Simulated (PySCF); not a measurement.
# BPH6 (SMILES [BH3-][PH3+]): revPBE/def2-SVPD

Aim: the energy change on altering one bond length of BPH6 at revPBE/def2-SVPD, from 2 runs. The job is set up through a Python script.

The calculation is run with PySCF 2.14.0.

2 further runs of the same task are left out: 2 set aside as unsound or not needed.

**1. The structure to begin with**

BPH6 has 8 atoms, charge 0, and is taken as a singlet. As SMILES, `[BH3-][PH3+]`. The shape is that of a PBE0-D4/def2-TZVP optimisation.

Bond lengths: B1–P2 1.910 Å, B1–H3 1.209 Å, B1–H4 1.209 Å, B1–H5 1.209 Å, P2–H6 1.408 Å, P2–H7 1.409 Å, P2–H8 1.408 Å. Some angles: B1–P2–H6 118.0°, B1–P2–H7 118.1°, B1–P2–H8 118.0°, P2–B1–H3 103.8°, P2–B1–H4 103.8°, P2–B1–H5 103.8°, H6–P2–H7 99.7°, H6–P2–H8 99.7°, H7–P2–H8 99.7°, H3–B1–H4 114.5°.

**2. A single-point energy at revPBE/def2-SVPD**

Contents of run.py:

```python
from pyscf import gto, dft

mol = gto.M(
    atom=[
    ('B', (-0.556100, 0.227200, -0.914000)),
    ('P', (0.433900, -0.181600, 0.667700)),
    ('H', (-1.693400, 0.343100, -0.520100)),
    ('H', (-0.367800, -0.730200, -1.628000)),
    ('H', (-0.055500, 1.254200, -1.309900)),
    ('H', (0.418800, 0.755700, 1.718800)),
    ('H', (1.823100, -0.380300, 0.547100)),
    ('H', (0.089200, -1.345200, 1.382600)),
],
    basis='def2-svpd',
    max_memory=1860,
    verbose=3,
    spin=0,
)

ks = dft.RKS(mol, xc='revpbe')
ks.conv_tol = 1e-10
ks.grids.level = 5
ks.kernel()
if not ks.converged:
    ks = ks.newton().run(ks.mo_coeff, ks.mo_occ)

etot = ks.e_tot
print('E(%s) = %.9f' % ('REVPBE', etot))
```

Started as:

```
$ OMP_NUM_THREADS=1 python run.py
```

What it wrote:

```text
converged SCF energy = -369.584583371917
E(REVPBE) = -369.584583372
```

Wall time 11 s (1 thread of Arm Neoverse V2, shared host); peak memory 0.45 GiB.

**3. The distorted shape at the same level**

Contents of calc.py:

```python
from pyscf import gto, dft

mol = gto.M(
    atom='''
B     -1.334670    -0.152868    -1.502771
P      0.536159    -0.925388     1.486209
H     -3.483856     0.066152    -0.758408
H     -0.978835    -1.962091    -2.852035
H     -0.104880     2.370095    -2.475352
H      0.507624     0.845853     3.472500
H      3.161366    -1.300876     1.258308
H     -0.115230    -3.124273     2.837174
''',
    unit='bohr',
    max_memory=1860,
    charge=0,
    verbose=4,
    basis='def2-svpd',
)

mf = dft.RKS(mol)
mf.xc = 'revpbe'
mf.grids.level = 5
mf.conv_tol = 1e-10
mf.kernel()
if not mf.converged:
    mf = mf.newton().run(mf.mo_coeff, mf.mo_occ)

etot = mf.e_tot
print('Final energy', etot)
```

Started as:

```
$ OMP_NUM_THREADS=1 python calc.py
```

What it wrote:

```text
PySCF version 2.14.0

[INPUT] num. atoms = 8
[INPUT] num. electrons = 26
[INPUT] charge = 0
[INPUT] spin (= nelec alpha-beta = 2S) = 0
[INPUT] symmetry False subgroup None
[INPUT] Mole.unit = bohr
[INPUT] Symbol           X                Y                Z      unit          X                Y                Z       unit  Magmom
[INPUT]  1 B     -0.706276948099  -0.080894261879  -0.795232166431 AA   -1.334670000000  -0.152868000000  -1.502771000000 Bohr   0.0
[INPUT]  2 P      0.283723124230  -0.489694240859   0.786467933464 AA    0.536159000000  -0.925388000000   1.486209000000 Bohr   0.0
[INPUT]  3 H     -1.843577201327   0.035006130857  -0.401332230179 AA   -3.483856000000   0.066152000000  -0.758408000000 Bohr   0.0
[INPUT]  4 H     -0.517977175251  -1.038293842951  -1.509231926746 AA   -0.978835000000  -1.962091000000  -2.852035000000 Bohr   0.0
[INPUT]  5 H     -0.055500105881   1.254200261715  -1.309899867405 AA   -0.104880000000   2.370095000000  -2.475352000000 Bohr   0.0
[INPUT]  6 H      0.268623052516   0.447606131388   1.837567864920 AA    0.507624000000   0.845853000000   3.472500000000 Bohr   0.0
[INPUT]  7 H      1.672922842577  -0.688393933433   0.665867917918 AA    3.161366000000  -1.300876000000   1.258308000000 Bohr   0.0
[INPUT]  8 H     -0.060977090014  -1.653294072293   1.501367824215 AA   -0.115230000000  -3.124273000000   2.837174000000 Bohr   0.0

nuclear repulsion = 58.646858402923
number of shells = 42
number of NR pGTOs = 132
number of NR cGTOs = 92
basis = def2-svpd
ecp = {}

******** <class 'pyscf.dft.rks.RKS'> ********
method = RKS
initial guess = minao
damping factor = 0
level_shift factor = 0
DIIS = <class 'pyscf.scf.diis.CDIIS'>
diis_start_cycle = 1
diis_space = 8
diis_damp = 0
SCF conv_tol = 1e-10
SCF conv_tol_grad = None
SCF max_cycles = 50
direct_scf = True
direct_scf_tol = 1e-13
XC library pyscf.dft.libxc version 7.0.0
    S. Lehtola, C. Steigemann, M. J.T. Oliveira, and M. A.L. Marques.,  SoftwareX 7, 1–5 (2018)
XC functionals = revpbe
    Y. Zhang and W. Yang.,  Phys. Rev. Lett. 80, 890 (1998)
    J. P. Perdew, K. Burke, and M. Ernzerhof.,  Phys. Rev. Lett. 77, 3865 (1996)
    J. P. Perdew, K. Burke, and M. Ernzerhof.,  Phys. Rev. Lett. 78, 1396 (1997)
radial grids:
    Treutler-Ahlrichs [JCP 102, 346 (1995); DOI:10.1063/1.469408] (M4) radial grids

becke partition: Becke, JCP 88, 2547 (1988); DOI:10.1063/1.454033
pruning grids: <function nwchem_prune>
grids dens level: 5
symmetrized grids: False
atomic radii adjust function: <function treutler_atomic_radii_adjust>
small_rho_cutoff = 0
Set gradient conv threshold to 1e-05
Initial guess from minao.
tot grids = 227992
init E= -369.361539622728
  HOMO = -0.31689204981312  LUMO = -0.0486095372754489  gap/eV = 7.30034
cycle= 1 E= -369.505763720757  delta_E= -0.144  |g|= 0.355  |ddm|= 2.81
  HOMO = -0.178669185095642  LUMO = -0.0322351714560467  gap/eV = 3.98467
cycle= 2 E= -369.433607863101  delta_E= 0.0722  |g|= 0.532  |ddm|= 1.29
  HOMO = -0.240388073344856  LUMO = -0.022988822342866  gap/eV = 5.91573
cycle= 3 E= -369.558067756049  delta_E= -0.124  |g|= 0.0246  |ddm|= 0.766
  HOMO = -0.242199625775625  LUMO = -0.0251521424498051  gap/eV = 5.90616
cycle= 4 E= -369.558259077846  delta_E= -0.000191  |g|= 0.0117  |ddm|= 0.0627
  HOMO = -0.240976030920353  LUMO = -0.0250405856446663  gap/eV = 5.87590
cycle= 5 E= -369.558311983972  delta_E= -5.29e-05  |g|= 0.00347  |ddm|= 0.0279
  HOMO = -0.241079290518674  LUMO = -0.0247285270238482  gap/eV = 5.88720
cycle= 6 E= -369.558317063141  delta_E= -5.08e-06  |g|= 0.000569  |ddm|= 0.00807
  HOMO = -0.241034373233338  LUMO = -0.0247693167704579  gap/eV = 5.88487
cycle= 7 E= -369.558317182346  delta_E= -1.19e-07  |g|= 0.000111  |ddm|= 0.0014
  HOMO = -0.241037119043731  LUMO = -0.024761292702586  gap/eV = 5.88516
cycle= 8 E= -369.558317186754  delta_E= -4.41e-09  |g|= 3.93e-05  |ddm|= 0.00029
  HOMO = -0.241041154525927  LUMO = -0.0247645174596594  gap/eV = 5.88519
cycle= 9 E= -369.558317187366  delta_E= -6.11e-10  |g|= 5.85e-06  |ddm|= 7.96e-05
  HOMO = -0.241039408457348  LUMO = -0.0247644887333185  gap/eV = 5.88514
cycle= 10 E= -369.558317187382  delta_E= -1.61e-11  |g|= 1.09e-06  |ddm|= 1.41e-05
  HOMO = -0.241039838318108  LUMO = -0.0247644286934281  gap/eV = 5.88515
Extra cycle  E= -369.558317187383  delta_E= -1.08e-12  |g|= 9.47e-07  |ddm|= 4.9e-06
converged SCF energy = -369.558317187383
Final energy -369.5583171873827
```

Wall time 13 s (1 thread of Arm Neoverse V2, shared host); peak memory 0.45 GiB.

**4. Summary of results**

At revPBE/def2-SVPD:

```
                                                         quantity          value
                                        first shape: total energy  -369.58458 Eh
                                       first shape: dipole moment         3.90 D
                                         first shape: HOMO energy       -7.24 eV
                                         first shape: LUMO energy       -0.58 eV
                                       first shape: HOMO–LUMO gap        6.66 eV
                                    distorted shape: total energy  -369.55832 Eh
                                   distorted shape: dipole moment         4.14 D
                                     distorted shape: HOMO energy       -6.56 eV
                                     distorted shape: LUMO energy       -0.67 eV
                                   distorted shape: HOMO–LUMO gap        5.89 eV
energy change with the B1–H5 bond stretched from 1.209 to 1.572 Å       0.715 eV
```

With the B1–H5 bond stretched from 1.209 to 1.572 Å the energy rises by 0.71 eV (16.5 kcal/mol). The first shape isn't relaxed at this level, so the change isn't measured from a minimum. Mulliken charges (first shape) run from -1.31 on B1 to +0.33 on H4; in a basis this large or diffuse they mean little.
